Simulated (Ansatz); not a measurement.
System: hcp Sc. Method: r²SCAN in Ansatz (PAW).

Settings: plane-wave cutoff 600 eV, 12×12×8 k mesh (along the axes of the cell as run), Fermi–Dirac smearing 0.1 eV, finite displacements, scalar-relativistic PAW data made under PBE.

Computed at the level's own relaxed cell.

```
Sc
1.0
    3.32917     0.00000     0.00000
   -1.66459     2.88315     0.00000
    0.00000     0.00000     5.19157
Sc
2
Direct
  0.66667   0.33333   0.75000
  0.33333   0.66667   0.25000
```

Harmonic phonon frequencies (cm⁻¹; i marks an imaginary mode):

```csv
q point,frequencies
Γ,0 0 0 132 132 233
M,116 134 192 209 215 225
A,[?]
L,[?]
```

What belongs in the gaps?


- A, frequencies: 94 94 94 94 160 160
- L, frequencies: 128 128 165 165 202 202

No imaginary mode appears at these points.

Ansatz is a program for electronic structure.
